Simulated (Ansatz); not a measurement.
**How far each method lies from RCCSDT(Q) for F–Ga–GaH, singlet**

Geometry: displaced at random from a stationary point.

```xyz
4

F    -0.0199    0.5201    2.6184
Ga   -0.0207   -0.2730    1.0126
Ga    0.0272    0.1125   -1.7201
H    -0.0755    1.2959   -0.4139
```

Basis cc-pVDZ; Ansatz 0.2.0. Only valence electrons are correlated (noble-gas cores and the filled d shells of p-block atoms frozen), which leaves 14 electrons in 44 orbitals. Prefix R: restricted or restricted open-shell reference. Active spaces: frontier = (8e, 8o) about the gap. No spin–orbit coupling is included, and no scalar relativity.

Full CI isn't at hand for all of this; RCCSDT(Q) serves as the reference, and is uncertain by the last step of the cluster series or more.

The UHF ⟨S²⟩ is 0.000. The T1 diagnostic (RCCSD) is 0.0190 and the largest doubles amplitude (RCCSD) is 0.072.

```
   level  E − E(RHF) (eV)
    RMP2          -8.1159
   RCCSD          -8.8588
RCCSD(T)          -9.0672
```

Estimate how far RCCSDT(Q) in cc-pVDZ lies from RCCSD(T). The table doesn't fix it; the size of (T) and the diagnostics are the guide.

RCCSDT(Q) in cc-pVDZ lies 53 meV below RCCSD(T), which is 25 % of the (T) step (-208 meV). The diagnostics give no warning, yet the rest is a sizeable part of (T). The miss exceeds 1 kcal/mol.

The other levels:

```
                    level  E − E(RCCSDT(Q)) (meV)  share of correlation (%)  wall time
                  BCCD(T)                      46                     99.50      2.7 s
                   RCCSDT                      24                     99.74          –
  CASSCF (frontier space)                    5394                     40.85          –
  MRCISD (frontier space)                     557                     93.89          –
MRCISD+Q (frontier space)                      52                     99.43       99 s
```

The correlation energy at RCCSDT(Q), counted from RHF, is -9.120 eV. That run took 43 s on 1 thread of Arm Neoverse V1, shared host.

Times hold each run's SCF and search for its determinant on a shared host, so for small cases they say little of a method's own cost; they ran on 1 thread of Arm Neoverse V1. Some runs computed forces too.
